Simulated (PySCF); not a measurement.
C2H6O, SMILES COC.

The structure is a stationary point at B3LYP-D3(BJ)/def2-TZVP.

Computed with PBE/def2-TZVPD in PySCF.

Symmetry labels are those of the subgroup C2v that the program uses (full group C2v).

Computed valence orbital energies around the gap with their symmetry:
| orbital | symmetry | energy (eV) |
|---|---|---|
| HOMO−7 | A1 | -15.66 |
| HOMO−6 | B1 | -11.81 |
| HOMO−5 | A1 | -11.53 |
| HOMO−4 | B2 | -11.44 |
| HOMO−3 | A2 | -9.56 |
| HOMO−2 | B1 | -9.12 |
| HOMO−1 | A1 | -7.59 |
| HOMO | B2 | -5.87 |
| LUMO | A1 | -0.20 |
| LUMO+1 | B1 | 0.52 |
| LUMO+2 | A1 | 0.79 |
| LUMO+3 | B2 | 1.18 |
